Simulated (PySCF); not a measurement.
## C5H9N: calculation and literature

Geometry:
```tsv
atom	x (Å)	y (Å)	z (Å)
C1	0.816	1.239	0.053
C2	-0.122	0.028	0.150
C3	-0.960	-0.106	-1.128
C4	0.686	-1.255	0.396
C5	-1.031	0.232	1.289
N6	-1.742	0.387	2.189
H7	0.249	2.168	-0.105
H8	1.415	1.352	0.968
H9	1.503	1.104	-0.797
H10	-1.645	-0.964	-1.067
H11	-0.292	-0.256	-1.991
H12	-1.557	0.800	-1.307
H13	1.281	-1.179	1.317
H14	0.026	-2.130	0.482
H15	1.373	-1.419	-0.449
```

Theory: PBE0-D3(BJ)/def2-SVP structure, GIAO B97-2/pcSseg-2 shieldings, in PySCF 2.14.0 with density-fitted response routines (rapidly exchanging positions averaged, a single conformation, no relativistic terms, no solvent model).

Reference values: measured (solution, not stated per compound (mostly CDCl3 or CCl4); Pretsch, Buehlmann, Badertscher, Structure Determination of Organic Compounds, 4th ed. (2009)).
| atoms | quantity | reference | computed | computed, scaled |
| --- | --- | --- | --- | --- |
| C1/C3/C4 | δ $^{13}$C | 28.5 | 30.8 | 27.0 |
| C2 | δ $^{13}$C | 28.1 | 30.8 | 27.0 |
| H7/H8/H9/H10/H11/H12/H13/H14/H15 | δ $^{1}$H | 1.37 | 1.25 | – |

Computed shifts are σ(ref) − σ with the named reference compound (TMS for H and C) calculated as an isolated molecule at the same level. The measured values may be among those fitted. Expected solution values come from regression of measured δ (H and C: mostly CDCl3, vs TMS) on computed σ: $^{13}$C (scatter 2.1 ppm rms). Occasional misses reach two or three times the rms, and more in compound classes unlike the fitted ones.

Task: How far are the unscaled $^{13}$C shifts from the references?

Result: Mean signed difference +2.50 ppm, mean absolute 2.50 ppm over 2 comparisons; the largest is +2.7 ppm at C2 (quaternary sp3 carbon α to a nitrile).

3 of the 4 published NMR values on file for this molecule are compared.
